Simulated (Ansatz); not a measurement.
# C2H4FN: basis-set convergence

Aim: see how fast density functionals converge with the basis set for C2H4FN.

Method: one geometry, several basis sets; program: Ansatz 0.2.0, Gaussian basis.

The runs, in order: PBE0-D4/def2-SVP; ωB97M-V/def2-SVP; PBE0-D4/def2-QZVPP; ωB97M-V/def2-QZVPP; the functionals' def2-TZVPP values are taken from earlier runs.

**1. The relaxed structure**

An earlier PBE0-D4 in a triple-zeta def2 set relaxation fixed the geometry.

8 atoms, charge 0, spin multiplicity 1.

Atoms are counted from 1 here; the program's logs count them from 0.

Bond lengths: C1–C2 1.488 Å, C1–H5 1.088 Å, C1–H6 1.092 Å, C1–H7 1.092 Å, C2–N3 1.247 Å, C2–F4 1.341 Å, N3–H8 1.015 Å. Angles: C2–C1–H5 111.2°, C2–C1–H6 109.7°, C2–C1–H7 109.7°, H5–C1–H6 109.4°, H5–C1–H7 109.4°, H6–C1–H7 107.3°, C1–C2–N3 132.0°, C1–C2–F4 110.6°, N3–C2–F4 117.4°, C2–N3–H8 110.7°.

Coordinates:

```
atom    x (Å)    y (Å)    z (Å)
  C1  -0.2467   0.7324  -0.2873
  C2   0.4914  -0.4294   0.2784
  N3   0.1663  -1.6209   0.4504
  F4   1.7258  -0.0653   0.6540
  H5  -1.2505   0.4480  -0.5972
  H6  -0.3087   1.5277   0.4589
  H7   0.2984   1.1327  -1.1450
  H8  -0.7839  -1.7823   0.1320
```

**2. PBE0-D4 in def2-SVP**

The input, in.yaml:

```yaml
crystal:
  periodic: [false, false, false]
  atoms:
    - {symbol: C, position_ang: [-0.246744, 0.732412, -0.287282]}
    - {symbol: C, position_ang: [0.491441, -0.429375, 0.278409]}
    - {symbol: N, position_ang: [0.166295, -1.620854, 0.450446]}
    - {symbol: F, position_ang: [1.725795, -0.065302, 0.654014]}
    - {symbol: H, position_ang: [-1.250547, 0.447964, -0.597181]}
    - {symbol: H, position_ang: [-0.308720, 1.527713, 0.458869]}
    - {symbol: H, position_ang: [0.298437, 1.132696, -1.144958]}
    - {symbol: H, position_ang: [-0.783858, -1.782254, 0.131984]}
basis:
  gaussian: {orbitals: def2-SVP}
hamiltonian: {xc: pbe0, dispersion: d4}
output: {orbitals: {seedname: orbitals}}
```

The run is started by

```
> ansatz run in.yaml --threads 2 --pin off --events-out ev --progress --plain --max-ram 4352MiB
```

After this run come: ωB97M-V in def2-SVP; PBE0-D4 in def2-QZVPP; ωB97M-V in def2-QZVPP.

Before running them: what should the planned runs give, taken together? Wanted: PBE0-D4: double and triple zeta above quadruple; ωB97M-V: double and triple zeta above quadruple.

As calculated:

| quantity | value |
| --- | --- |
| PBE0-D4: double and triple zeta above quadruple | 7.82, 0.35 eV |
| ωB97M-V: double and triple zeta above quadruple | 8.08, 0.33 eV |

What this shows: For PBE0-D4 the step from double to triple zeta gains 7.48 eV and the next only 0.35 eV. Total energies overstate the basis error of differences, where much of it tends to cancel. The LUMO of ωB97M-V is positive and keeps falling with the basis (2.82 to 1.57 eV): an unbound level that the basis holds in place.
